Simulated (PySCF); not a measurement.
# `OCC1CC1`, C$_{4}$H$_{8}$O

Cartesian coordinates in Å; atom numbers follow the order of the lines, from 1:
```xyz
13

O     1.068   -2.034   -0.046
C     1.129   -0.652    0.238
C     0.108    0.140   -0.517
C    -1.288    0.235    0.030
C    -0.389    1.433    0.046
H     0.152   -2.308    0.054
H     1.005   -0.464    1.315
H     2.140   -0.338   -0.033
H     0.198    0.082   -1.597
H    -1.493   -0.247    0.979
H    -2.116    0.223   -0.667
H     0.009    1.748    1.004
H    -0.600    2.244   -0.639
```

Theory: PySCF 2.14.0, quadratic response CAM-B3LYP/def2-TZVPD first hyperpolarisability, Taylor convention, gas phase. Geometry: PBE0-D3(BJ)/def2-TZVP.

(1) Give β for the processes computed.

(2) Which lowest excitations, dipole and polarisabilities go with it?

Results:

(1) In au, Taylor convention; the vector part is βᵢ = ⅓ Σⱼ (βᵢⱼⱼ + βⱼᵢⱼ + βⱼⱼᵢ); β∥ is 3/5 of the vector part along the dipole, the dipole points from − to +:
| process | λ (nm) | β vector norm | β∥ | β HRS | depolarisation ratio |
| --- | --- | --- | --- | --- | --- |
| static β(0;0,0) | ∞ | 55.9 | -27.6 | 21.4 | 6.78 |
| second harmonic β(−2ω;ω,ω) | 1907 | 56.9 | -28.1 | 21.9 | 6.77 |
| Pockels β(−ω;ω,0) | 1907 | 56.2 | -27.8 | – | – |
| second harmonic β(−2ω;ω,ω) | 1064 | 59.5 | -29.1 | 22.9 | 6.74 |
| Pockels β(−ω;ω,0) | 1064 | 57.0 | -28.1 | – | – |

(2) S1 6.88 eV (f = 0.010); S2 7.75 eV (f = 0.003); S3 7.83 eV (f = 0.008); dipole 1.87 D; isotropic α 52.5 au static, 52.6 au at 1907 nm, 52.8 au at 1064 nm, 52.9 au at 953.5 nm, 54.0 au at 532 nm.
